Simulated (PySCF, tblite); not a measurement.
Isomers of C4H4FO (doublet state), one GFN2-xTB conformer each. Single-point energies are computed at B3LYP/pcH-1 (PySCF, gas phase, no added dispersion term), electronic only. GFN2-xTB treats the open shell by occupation alone, and not every SCF solution was tested for stability.

| SMILES | GFN2-xTB relative energy (kcal/mol) |
| --- | --- |
| [CH2]/C(F)=C/C=O | 19.4 |
| FC1=C[CH]OC1 | 0.0 |

Conformers: `[CH2:1]/[C:2]([F:3])=[CH:4]/[CH:5]=[O:6]` (doublet state) with H–C1–C2–F3 0° and 180°, C2–C4–C5–O6 180°.

Problem. What does B3LYP/pcH-1 give for the same structures?

Solution. 
```
          SMILES  B3LYP/pcH-1 E (Eh)  B3LYP/pcH-1 (kcal/mol)  GFN2-xTB (kcal/mol)  point group
[CH2]/C(F)=C/C=O          -329.85087                     0.0                 19.4           Cs
    FC1=C[CH]OC1          -329.83245                    11.6                  0.0           Cs
```

GFN2-xTB puts FC1=C[CH]OC1 lowest instead. 

Problem. What happens when harmonic zero-point energies from GFN2-xTB frequencies are added?

Solution. 
| SMILES | ZPE (kcal/mol) | electronic (kcal/mol) | with ZPE (kcal/mol) |
| --- | --- | --- | --- |
| [CH2]/C(F)=C/C=O | 41.6 | 0.0 | 0.0 |
| FC1=C[CH]OC1 | 43.4 | 11.6 | 13.4 |

The zero-point energies span 1.8 kcal/mol. The order is unchanged.
